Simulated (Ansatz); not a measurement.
Compare A (`CC1(O)C=NC1`) with its isomer B (`CC(=N)C(C)=O`).

Computed with Ansatz on PBE0-D4/def2-TZVP structures; ΔE is electronic, products minus reactants. CCSD(T)/CBS is the MP2 limit (def2-TZVPP, def2-QZVPP) plus CCSD(T) − MP2 in def2-TZVPP, frozen cores. DFT in def2-TZVPP. B3LYP here is the variant with VWN-RPA as its local correlation; programs differ in this. Each species was taken in one conformer, which may not be the lowest.

Task: Which isomer does CCSD(T)/CBS put lower? Give the gap. (Estimate.)

Result: The calculation gave: B, by 116.9 kJ/mol.

Task: Give E(B) − E(A) in kJ/mol with MP2/def2-TZVPP, B3LYP-D4, CCSD(T)/def2-TZVPP, r2SCAN-D4, HF/def2-TZVPP, CCSD/def2-TZVPP, PBE0-D4. (Estimate.)

Result: Ansatz gave: MP2/def2-TZVPP -116.1, B3LYP-D4 -138.7, CCSD(T)/def2-TZVPP -119.5, r2SCAN-D4 -132.7, HF/def2-TZVPP -143.3, CCSD/def2-TZVPP -119.6, PBE0-D4 -117.0. None reverses the order clearly.

Largest T1 diagnostic: 0.013.

From PBE to PBE0 (25 % exact exchange), in def2-TZVPP and without D4, E(B) − E(A) moves by +7.8 kJ/mol. In def2-TZVPP, CCSD(T) changes the Hartree–Fock value by +23.8 kJ/mol (the triples alone add +0.0 kJ/mol) and MP2 by +27.2 kJ/mol.
